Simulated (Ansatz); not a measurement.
# C3H3FO: up Jacob's ladder to CCSD(T)

One table from this session's results is given with a row withheld; the runs are named, their logs left out.

Computed with Ansatz 0.2.0, Gaussian basis. Level: functionals in def2-TZVPP, the program's frozen cores in correlated methods.

Plan: LDA (SPW92), PBE-D4, revPBE-D4, BLYP-D4, r2SCAN-D4, B97M-V, PBE0-D4, B3LYP-D4, r2SCANh-D4, r2SCAN0-D4, HSE06-D4, BHLYP-D4, CAM-B3LYP-D4, LC-ωPBE, ωB97X-V, ωB97M-V, B2PLYP, PBE-QIDH; CCSD(T)/def2-SVP; CCSD(T)/def2-TZVPP; MP2/def2-QZVPP; extrapolation to the limit; RPA on PBE.

## The relaxed structure

The geometry comes from an earlier relaxation with PBE0-D4 in a triple-zeta def2 set; it is a stationary point, not always the lowest conformer.

SMILES `C=C=C(O)F`, 8 atoms, charge 0, spin multiplicity 1.

Atoms are counted from 1 here; the program's logs count them from 0.

Bond lengths: C1–C2 1.301 Å, C1–H6 1.088 Å, C1–H7 1.088 Å, C2–C3 1.303 Å, C3–O4 1.343 Å, C3–F5 1.325 Å, O4–H8 0.962 Å. Angles: C2–C1–H6 121.8°, C2–C1–H7 121.8°, H6–C1–H7 116.4°, C1–C2–C3 178.8°, C2–C3–O4 128.4°, C2–C3–F5 122.6°, O4–C3–F5 109.0°, C3–O4–H8 108.6°.

Set-up of the first run:

in.yaml reads:

```yaml
crystal:
  periodic: [false, false, false]
  atoms:
    - {symbol: C, position_ang: [-0.538739, 1.433225, -0.290234]}
    - {symbol: C, position_ang: [0.098792, 0.325080, -0.047419]}
    - {symbol: C, position_ang: [0.714139, -0.797749, 0.195051]}
    - {symbol: O, position_ang: [0.188388, -2.026867, 0.321584]}
    - {symbol: F, position_ang: [2.026596, -0.871171, 0.358289]}
    - {symbol: H, position_ang: [-0.921279, 2.062217, 0.511488]}
    - {symbol: H, position_ang: [-0.711219, 1.784933, -1.305756]}
    - {symbol: H, position_ang: [-0.764577, -1.966769, 0.201196]}
basis:
  gaussian: {orbitals: def2-TZVPP}
hamiltonian: {xc: lda}
output: {orbitals: {seedname: orbitals}}
```

Command:

```bash
$ ansatz run in.yaml --threads 2 --pin off --events-out ev --progress --plain --max-ram 4352MiB
```

Among the steps run: LDA; PBE-D4 (GGA); revPBE-D4 (GGA); BLYP-D4 (GGA); r2SCAN-D4 (meta-GGA); B97M-V (meta-GGA); B3LYP-D4 (hybrid); r2SCANh-D4 (hybrid); r2SCAN0-D4 (hybrid); HSE06-D4 (hybrid); BHLYP-D4 (hybrid); CAM-B3LYP-D4 (range-separated); LC-ωPBE (range-separated); ωB97X-V (range-separated); ωB97M-V (range-separated); B2PLYP (double hybrid); PBE-QIDH (double hybrid).

One of the session's tables, all rows but one given; the rest of the session is left out.

It belongs to the step «Orbital energies across the functionals». 

| functional | HOMO (eV) | gap (eV) |
| --- | --- | --- |
| LDA (SPW92) | -5.63 | 3.66 |
| PBE-D4 | -5.45 | 3.77 |
| revPBE-D4 | -5.39 | 3.81 |
| BLYP-D4 | -5.36 | 3.81 |
| r2SCAN-D4 | -5.67 | 4.21 |
| B97M-V | ? | ? |
| PBE0-D4 | -6.74 | 6.07 |
| B3LYP-D4 | -6.55 | 5.63 |
| r2SCANh-D4 | -6.16 | 5.06 |
| r2SCAN0-D4 | -6.89 | 6.34 |
| HSE06-D4 | -6.34 | 5.28 |
| BHLYP-D4 | -7.93 | 8.38 |
| CAM-B3LYP-D4 | -8.12 | 8.59 |
| LC-ωPBE | -9.43 | 11.10 |
| ωB97X-V | -9.06 | 10.68 |
| ωB97M-V | -8.96 | 10.45 |

**Question.** Estimate the row for B97M-V.

The run gave: HOMO (eV): -5.73; gap (eV): 4.40. In the column «HOMO (eV)» it lies between r2SCANh-D4 (-6.16) and r2SCAN-D4 (-5.67).
